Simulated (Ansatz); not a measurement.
Lattice constant a (Å) of solids drawn from the class of intermetallic compounds, at two levels: PBE (Ansatz, a program for electronic structure, PAW), and PBE-D4 in Ansatz (PAW).

```csv
solid,PBE,PBE-D4
fluorite PtAl₂,5.946,5.889
L1₂ (Cu3Au-type) Ni₃Fe,3.544,3.511
L1₂ (Cu3Au-type) Pt₃Ti,3.948,3.915
fluorite AuAl₂,6.061,5.997
CsCl-type CuZn,2.964,?
CsCl-type RuAl,3.004,2.979
CsCl-type PdIn,3.306,3.268
antifluorite Mg₂Ge,6.422,?
L1₂ (Cu3Au-type) Cu₃Au,3.780,3.730
B20 (FeSi-type) FeGe,4.664,4.615
```

**Question.** Estimate the withheld PBE-D4 values from the other rows.

**Answer.** One way: carry over the typical ratio. The ratios PBE-D4 / PBE of the other rows, in order: 0.9868, 0.9885, 0.9894, 0.9895, 0.9904, 0.9907, 0.9916, 0.9917; median 0.98995. CsCl-type CuZn: 2.964 × 0.98995 = 2.934 Å; the run gives 2.921 Å. Antifluorite Mg₂Ge: 6.422 × 0.98995 = 6.357 Å; the run gives 6.355 Å. The ratios spread from 0.9868 to 0.9917, so such an estimate is rough. CsCl-type CuZn lies outside that spread.

Over all 10 rows PBE-D4 is the larger in 0.

Ansatz's runs of these crystals have no spin polarisation, but for L1₂ (Cu3Au-type) Ni3Fe, B20 (FeSi-type) FeGe.

Density-functional runs with spin start from parallel moments for L1₂ (Cu3Au-type) Ni3Fe, parallel moments for B20 (FeSi-type) FeGe.

Spin–orbit coupling is left out, also for the solids with elements from indium on (fluorite PtAl2, L1₂ (Cu3Au-type) Pt3Ti, fluorite AuAl2, CsCl-type PdIn, L1₂ (Cu3Au-type) Cu3Au); its size isn't shown.

Ansatz's density-functional and Hartree–Fock values are scalar-relativistic unless marked +SOC, with PAW data made under PBE.
